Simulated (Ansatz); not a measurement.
# C₆H₆: one species, many methods

The task here is to estimate one member of a computed series from the others.

The runs use Ansatz 0.2.0, Gaussian basis; functionals in def2-TZVPP, the program's frozen cores in correlated methods.

Levels to be run: LDA (SPW92), PBE-D4, revPBE-D4, BLYP-D4, r2SCAN-D4, B97M-V, PBE0-D4, B3LYP-D4, r2SCANh-D4, r2SCAN0-D4, HSE06-D4, BHLYP-D4, CAM-B3LYP-D4, LC-ωPBE, ωB97X-V, ωB97M-V, B2PLYP, PBE-QIDH; CCSD(T)/def2-SVP; CCSD(T)/def2-TZVPP; MP2/def2-QZVPP; extrapolation to the limit; RPA on PBE.

## Structure used throughout

All runs share one geometry, relaxed beforehand with PBE0-D4 in a triple-zeta def2 set.

SMILES `C12C3C1C1C2C31`, 12 atoms, charge 0, spin multiplicity 1.

Atoms are counted from 1 here; the program's logs count them from 0.

Bond lengths: C1–C2 1.512 Å, C1–C3 1.512 Å, C1–C5 1.547 Å, C1–H7 1.081 Å, C2–C3 1.512 Å, C2–C6 1.547 Å, C2–H8 1.081 Å, C3–C4 1.547 Å, C3–H9 1.081 Å, C4–C5 1.512 Å, C4–C6 1.512 Å, C4–H10 1.081 Å, C5–C6 1.512 Å, C5–H11 1.081 Å, C6–H12 1.081 Å. Angles: C2–C1–C3 60.0°, C2–C1–C5 90.0°, C2–C1–H7 129.4°, C3–C1–C5 90.0°, C3–C1–H7 129.4°, C5–C1–H7 132.8°, C1–C2–C3 60.0°, C1–C2–C6 90.0°, C1–C2–H8 129.4°, C3–C2–C6 90.0°, C3–C2–H8 129.4°, C6–C2–H8 132.8°, C1–C3–C2 60.0°, C1–C3–C4 90.0°, C1–C3–H9 129.4°, C2–C3–C4 90.0°, C2–C3–H9 129.4°, C4–C3–H9 132.8° and more.

Set-up of the first run:

in.yaml

```yaml
crystal:
  periodic: [false, false, false]
  atoms:
    - {symbol: C, position_ang: [-0.834175, -0.779334, -0.228605]}
    - {symbol: C, position_ang: [0.569451, -0.663472, -0.777682]}
    - {symbol: C, position_ang: [0.352103, -0.870246, 0.703897]}
    - {symbol: C, position_ang: [0.306636, 0.662584, 0.911165]}
    - {symbol: C, position_ang: [-0.879613, 0.753510, -0.021375]}
    - {symbol: C, position_ang: [0.524030, 0.869359, -0.570406]}
    - {symbol: H, position_ang: [-1.597188, -1.514530, -0.443157]}
    - {symbol: H, position_ang: [1.082095, -1.293386, -1.491221]}
    - {symbol: H, position_ang: [0.667226, -1.688075, 1.336816]}
    - {symbol: H, position_ang: [0.578547, 1.300057, 1.740878]}
    - {symbol: H, position_ang: [-1.685764, 1.473607, -0.039136]}
    - {symbol: H, position_ang: [0.993551, 1.694727, -1.087175]}
basis:
  gaussian: {orbitals: def2-TZVPP}
hamiltonian: {xc: lda}
output: {orbitals: {seedname: orbitals}}
```

On the command line:

```bash
ansatz run in.yaml --threads 4 --pin off --events-out ev --progress --plain --max-ram 10444MiB
```

Among the steps run: LDA; PBE-D4 (GGA); revPBE-D4 (GGA); BLYP-D4 (GGA); r2SCAN-D4 (meta-GGA); B97M-V (meta-GGA); PBE0-D4 (hybrid); B3LYP-D4 (hybrid); r2SCANh-D4 (hybrid); r2SCAN0-D4 (hybrid); HSE06-D4 (hybrid); BHLYP-D4 (hybrid); CAM-B3LYP-D4 (range-separated); LC-ωPBE (range-separated); ωB97X-V (range-separated); ωB97M-V (range-separated); B2PLYP (double hybrid); PBE-QIDH (double hybrid).

One table of the session follows, with a row left open; its other results are not shown here.

It belongs to the step «Orbital energies across the functionals». 

| functional | HOMO (eV) | LUMO (eV) | gap (eV) |
| --- | --- | --- | --- |
| LDA (SPW92) | -5.49 | 0.55 | 6.04 |
| PBE-D4 | -5.34 | 0.77 | 6.11 |
| revPBE-D4 | -5.28 | 0.87 | 6.15 |
| BLYP-D4 | -5.21 | 0.87 | 6.08 |
| r2SCAN-D4 | -5.49 | 1.20 | 6.69 |
| B97M-V | -5.57 | 1.07 | 6.64 |
| PBE0-D4 | -6.54 | 1.74 | 8.28 |
| B3LYP-D4 | -6.34 | 1.46 | 7.80 |
| r2SCANh-D4 | -5.95 | 1.54 | 7.49 |
| r2SCAN0-D4 | -6.64 | 2.02 | 8.66 |
| HSE06-D4 | -6.14 | 1.35 | 7.49 |
| BHLYP-D4 | -7.65 | 2.53 | 10.18 |
| CAM-B3LYP-D4 | -7.92 | 2.68 | 10.60 |
| LC-ωPBE | -9.28 | 3.95 | 13.23 |
| ωB97X-V | -8.90 | 3.79 | 12.69 |
| ωB97M-V | ? | ? | ? |

**Question.** Estimate the row for ωB97M-V.

As computed: HOMO (eV): -8.80; LUMO (eV): 3.37; gap (eV): 12.18. In the column «HOMO (eV)» it lies between ωB97X-V (-8.90) and CAM-B3LYP-D4 (-7.92).
